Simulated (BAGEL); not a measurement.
# doublet [BHO2]+ at 4 levels

Aim: a comparison of 4 runs (UHF/STO-3G, ROHF/6-31G*, ROHF/def2-TZVPP, UHF/def2-TZVPP) of doublet [BHO2]+. 

The results are computed with BAGEL 1.2.2.

1 further run of the same task is left out (set aside as unsound or not needed). Runs told in other sessions of the task aren't counted.

### 1 The system as given

The species is [BHO2]+ (4 atoms), meant as a doublet with charge +1. As SMILES of the parent species, `O=BO`. The coordinates come from a PBE0-D4/def2-TZVP relaxation. That shape belongs to the parent species and isn't relaxed for this state.

Bond lengths: O1–B2 1.210 Å, B2–O3 1.322 Å, O3–H4 0.960 Å. Angles: O1–B2–O3 177.5°, B2–O3–H4 117.0°.

### 2 A single-point energy at UHF/STO-3G (density fitting with qzvpp-jkfit) (run 1)

Input file calc.json:

```json
{ "bagel" : [

{
  "title" : "molecule",
  "basis" : "sto-3g",
  "df_basis" : "qzvpp-jkfit",
  "angstrom" : true,
  "geometry" : [
    { "atom" : "O", "xyz" : [      -1.555100,       0.523500,       0.428500 ] },
    { "atom" : "B", "xyz" : [      -0.423900,       0.132000,       0.248600 ] },
    { "atom" : "O", "xyz" : [       0.816700,      -0.302000,       0.108600 ] },
    { "atom" : "H", "xyz" : [       1.162300,      -0.353500,      -0.785700 ] }
  ]
},

{ "title" : "uhf", "charge" : 1, "nopen" : 1 },

{ "title" : "print", "file" : "orbitals.molden", "orbitals" : true }

]}
```

Started as:

```console
$ BAGEL_NUM_THREADS=1 BAGEL calc.json > calc.out
```

Output:

```text
* using 1 threads per process

  ===============================================================
  ===============================================================

  *** Geometry ***

  { "atom" : "O", "xyz" : [     -2.938713,      0.989272,      0.809748 ] },
  { "atom" : "B", "xyz" : [     -0.801055,      0.249444,      0.469786 ] },
  { "atom" : "O", "xyz" : [      1.543339,     -0.570697,      0.205224 ] },
  { "atom" : "H", "xyz" : [      2.196429,     -0.668018,     -1.484758 ] },

  Number of auxiliary basis functions:      247

  Since a DF basis is specified, we compute 2- and 3-index integrals:
    o Being stored without compression. Storage requirement is 0.001 GB

  Number of basis functions:       16
  Number of electrons      :       22

    * METHOD: MOLECULE                             0.04

  *** Open-shell HF ***

  === Nuclear Repulsion ===
    54.0055765754

      * DIIS with orbital gradients will be used.

  === UHF iteration (sto-3g) ===
      0       -172.25052441          0.07856097           0.00
      1       -172.32944892          0.06406690           0.00
      2       -172.37505673          0.03914339           0.00
      3       -172.40494820          0.00585175           0.00
      4       -172.40909476          0.00294722           0.00
      5       -172.41070877          0.00147606           0.00
      6       -172.41118450          0.00092425           0.00
      7       -172.41142893          0.00050989           0.00
      8       -172.41154911          0.00029469           0.00
      9       -172.41163576          0.00011938           0.00
     10       -172.41165624          0.00008599           0.00
     11       -172.41167135          0.00004177           0.00
     12       -172.41167584          0.00001636           0.00
     13       -172.41167640          0.00000406           0.00
     14       -172.41167642          0.00000246           0.00
     15       -172.41167643          0.00000077           0.00
     16       -172.41167643          0.00000030           0.00
     17       -172.41167643          0.00000011           0.00
     18       -172.41167643          0.00000004           0.00
     19       -172.41167643          0.00000002           0.00
     20       -172.41167643          0.00000001           0.00
    * SCF iteration converged.

    * S^2 (UHF) is 0.8370

    * Permanent dipole moment:
           (   -0.573496,     0.142082,     0.786339) a.u.

    * METHOD: UHF                                  0.12

    * METHOD: PRINT                                0.00

  ===============================================================
```

Run time: 0.28 s. Hardware: 1 thread of Arm Neoverse V1, shared host.

### 3 The energy at ROHF/6-31G(d) (density fitting with qzvpp-jkfit, spherical functions) (run 2)

Input file job.json:

```json
{ "bagel": [

{
  "title": "molecule",
  "basis": "6-31gs.json",
  "df_basis": "qzvpp-jkfit",
  "angstrom": true,
  "geometry": [
    { "atom": "O", "xyz": [   -1.555100,    0.523500,    0.428500 ] },
    { "atom": "B", "xyz": [   -0.423900,    0.132000,    0.248600 ] },
    { "atom": "O", "xyz": [    0.816700,   -0.302000,    0.108600 ] },
    { "atom": "H", "xyz": [    1.162300,   -0.353500,   -0.785700 ] }
  ]
},
{ "title": "rohf", "charge": 1, "nopen": 1 },
{ "title": "print", "file": "orbitals.molden", "orbitals": true }

]}
```

The basis set 6-31G* is read from a file made from the Basis Set Exchange's data (not shown).

Started as:

```console
$ BAGEL_NUM_THREADS=1 BAGEL job.json > job.out
```

Output:

```text
* using 1 threads per process

  ===============================================================
  ===============================================================

  *** Geometry ***

  { "atom" : "O", "xyz" : [     -2.938713,      0.989272,      0.809748 ] },
  { "atom" : "B", "xyz" : [     -0.801055,      0.249444,      0.469786 ] },
  { "atom" : "O", "xyz" : [      1.543339,     -0.570697,      0.205224 ] },
  { "atom" : "H", "xyz" : [      2.196429,     -0.668018,     -1.484758 ] },

  Number of auxiliary basis functions:      247

  Since a DF basis is specified, we compute 2- and 3-index integrals:
    o Being stored without compression. Storage requirement is 0.004 GB

  Number of basis functions:       44
  Number of electrons      :       22

    * METHOD: MOLECULE                             0.05

  *** Open-shell HF ***

  === Nuclear Repulsion ===
    54.0055765754

      * DIIS with orbital gradients will be used.

  === ROHF iteration (6-31gs.json) ===
      0       -174.49338822          0.05942290           0.01
      1       -174.60079236          0.04017912           0.02
      2       -174.64301347          0.02237557           0.01
      3       -174.66920157          0.00689639           0.01
      4       -174.67531743          0.00356307           0.01
      5       -174.67813284          0.00143228           0.01
      6       -174.67864691          0.00079105           0.01
      7       -174.67867273          0.00012406           0.01
      8       -174.67870763          0.00003458           0.01
      9       -174.67870239          0.00000766           0.01
     10       -174.67870237          0.00000307           0.01
     11       -174.67870240          0.00000078           0.01
     12       -174.67870248          0.00000020           0.01
     13       -174.67870250          0.00000010           0.01
     14       -174.67870249          0.00000004           0.01
     15       -174.67870249          0.00000001           0.01
     16       -174.67870249          0.00000000           0.01
    * SCF iteration converged.

    * S^2 (ROHF) is 0.7500

    * Permanent dipole moment:
           (   -0.222162,     0.019406,     0.743863) a.u.

    * METHOD: ROHF                                 0.28

    * METHOD: PRINT                                0.01

  ===============================================================
```

Run time: 0.46 s. Hardware: 1 thread of Arm Neoverse V1, shared host.

Run 3 isn't shown in full; the table further down has it.

### 4 The energy at UHF/def2-TZVPP (density fitting with qzvpp-jkfit) (run 4)

Input file job.json:

```json
{ "bagel" : [

{
  "title" : "molecule",
  "basis" : "tzvpp",
  "df_basis" : "qzvpp-jkfit",
  "angstrom" : true,
  "geometry" : [
    { "atom" : "O", "xyz" : [      -1.555100,       0.523500,       0.428500 ] },
    { "atom" : "B", "xyz" : [      -0.423900,       0.132000,       0.248600 ] },
    { "atom" : "O", "xyz" : [       0.816700,      -0.302000,       0.108600 ] },
    { "atom" : "H", "xyz" : [       1.162300,      -0.353500,      -0.785700 ] }
  ]
},

{ "title" : "uhf", "charge" : 1, "nopen" : 1 },

{ "title" : "print", "file" : "orbitals.molden", "orbitals" : true }

]}
```

Started as:

```console
$ BAGEL_NUM_THREADS=1 BAGEL job.json > job.out
```

Output:

```text
* using 1 threads per process

  ===============================================================
  ===============================================================

  *** Geometry ***

  { "atom" : "O", "xyz" : [     -2.938713,      0.989272,      0.809748 ] },
  { "atom" : "B", "xyz" : [     -0.801055,      0.249444,      0.469786 ] },
  { "atom" : "O", "xyz" : [      1.543339,     -0.570697,      0.205224 ] },
  { "atom" : "H", "xyz" : [      2.196429,     -0.668018,     -1.484758 ] },

  Number of auxiliary basis functions:      247

  Since a DF basis is specified, we compute 2- and 3-index integrals:
    o Being stored without compression. Storage requirement is 0.023 GB

  Number of basis functions:      107
  Number of electrons      :       22

    * METHOD: MOLECULE                             0.10

  *** Open-shell HF ***

  === Nuclear Repulsion ===
    54.0055765754

      * DIIS with orbital gradients will be used.

  === UHF iteration (tzvpp) ===
      0       -174.55209066          0.04539295           0.05
      1       -174.70167714          0.02652893           0.05
      2       -174.74267703          0.01716353           0.05
      3       -174.76307238          0.00198376           0.05
      4       -174.76464730          0.00132894           0.05
      5       -174.76534752          0.00047005           0.05
      6       -174.76563874          0.00025454           0.05
      7       -174.76577268          0.00007362           0.05
      8       -174.76580739          0.00003901           0.05
      9       -174.76582204          0.00002026           0.05
     10       -174.76582760          0.00000879           0.05
     11       -174.76582832          0.00000262           0.05
     12       -174.76582840          0.00000098           0.05
     13       -174.76582842          0.00000028           0.05
     14       -174.76582842          0.00000019           0.05
     15       -174.76582842          0.00000015           0.05
     16       -174.76582843          0.00000007           0.05
     17       -174.76582843          0.00000003           0.05
     18       -174.76582843          0.00000002           0.06
     19       -174.76582843          0.00000001           0.05
     20       -174.76582843          0.00000000           0.05
    * SCF iteration converged.

    * S^2 (UHF) is 0.7599

    * Permanent dipole moment:
           (   -0.242405,     0.031566,     0.683557) a.u.

    * METHOD: UHF                                  1.18

    * METHOD: PRINT                                0.03

  ===============================================================
```

It took 1.4 s on 1 thread of Arm Neoverse V1, shared host.

### 5 Overview of the runs

| run | level | energy (Eh) | ⟨S²⟩ | wall time |
| --- | --- | --- | --- | --- |
| 1 | UHF/STO-3G (density fitting with qzvpp-jkfit) | -172.411676 | 0.837 | 0.28 s |
| 2 | ROHF/6-31G* (density fitting with qzvpp-jkfit, spherical functions) | -174.678702 | 0.750 | 0.46 s |
| 3 | ROHF/def2-TZVPP (density fitting with qzvpp-jkfit) | -174.761096 | 0.750 | 1.2 s |
| 4 | UHF/def2-TZVPP (density fitting with qzvpp-jkfit) | -174.765828 | 0.760 | 1.4 s |

### 6 Results

| quantity | value |
| --- | --- |
| run 4: total energy | -174.76583 Eh |
| run 4: ⟨S²⟩ | 0.760 |

In run 1 the basis is minimal, so the values are rough. All runs together took 3.4 s, the longest 1.4 s.
